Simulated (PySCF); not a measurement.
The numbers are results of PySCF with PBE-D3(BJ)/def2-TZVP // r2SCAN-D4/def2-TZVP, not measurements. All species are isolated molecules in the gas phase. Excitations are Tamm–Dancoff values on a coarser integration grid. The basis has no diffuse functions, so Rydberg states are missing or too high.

Reference species (SMILES): `S[Si](Cl)(Cl)Cl` (neutral, multiplicity 1).

```yaml
S1 oscillator strength: 0.005
S1 excitation (TDA): 5.44 eV
LUMO: -1.61 eV
```

Changed species: `Cl[Si](Cl)(Cl)Cl` (0 of 4 Cl replaced by SH; the reference has 1 of 4 Cl replaced by SH).

Problem. Give the shifts of the S1 oscillator strength, S1 excitation (TDA) and LUMO.

Solution. the S1 oscillator strength hardly moves; the S1 excitation (TDA) goes up by 1.17 eV, to 6.61 eV; the LUMO falls by 0.03 eV, to -1.64 eV.
